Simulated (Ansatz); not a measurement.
Cubic perovskite SrTiO3 (cubic form, which distorts at low temperature) was calculated with HSE06 (Ansatz, a program for electronic structure, PAW).

Settings: plane-wave cutoff 520 eV, 6×6×6 k mesh, no spin polarisation, scalar-relativistic PAW data made under PBE.

Cell (relaxed at this level):

```cif
data_O3SrTi
_chemical_formula_sum 'Sr1 Ti1 O3'
_space_group_name_H-M_alt 'P 1'
_space_group_IT_number 1
_cell_length_a 3.89460
_cell_length_b 3.89460
_cell_length_c 3.89460
_cell_angle_alpha 90.000
_cell_angle_beta 90.000
_cell_angle_gamma 90.000
loop_
_space_group_symop_operation_xyz
  'x, y, z'
loop_
_atom_site_label
_atom_site_type_symbol
_atom_site_fract_x
_atom_site_fract_y
_atom_site_fract_z
_atom_site_occupancy
Sr1 Sr 0.00000 0.00000 0.00000 1
Ti1 Ti 0.50000 0.50000 0.50000 1
O1 O 0.50000 0.00000 0.50000 1
O2 O 0.00000 0.50000 0.50000 1
O3 O 0.50000 0.50000 0.00000 1
```

Task: Estimate the Voigt–Reuss–Hill bulk modulus, Young modulus, Poisson ratio, Voigt–Reuss–Hill shear modulus (Hill average), elastic constant C11, elastic constant C12 and elastic constant C44 that the calculation returns.

Result: 
* **Voigt–Reuss–Hill bulk modulus**: 194 GPa
* **Young modulus**: 308 GPa
* **Poisson ratio**: 0.235
* **Voigt–Reuss–Hill shear modulus (Hill average)**: 125 GPa
* **elastic constant C11**: 356 GPa
* **elastic constant C12**: 112 GPa
* **elastic constant C44**: 126 GPa

Measured, for comparison: elastic constant C11 318 GPa, elastic constant C12 103 GPa, elastic constant C44 124 GPa (273 K, no zero-point or thermal correction; as tabulated in Frostenson et al. (2021), arXiv:2109.07393). Computed (rounded) less measured: elastic constant C11 +12 %, elastic constant C12 +9 %, elastic constant C44 +2 %. A static lattice is as a rule a little smaller and stiffer than an uncorrected measurement, which narrows the difference in the elastic constant C12, elastic constant C44 and would widen misses of the other sign.

Note: the relaxation could not lower the start's symmetry, so the cell can be a saddle point above a distorted one.

Elastic constants are with the ions relaxed.

Computed values are for the static lattice.

Computing time: about 40 core-minutes (a rough figure).
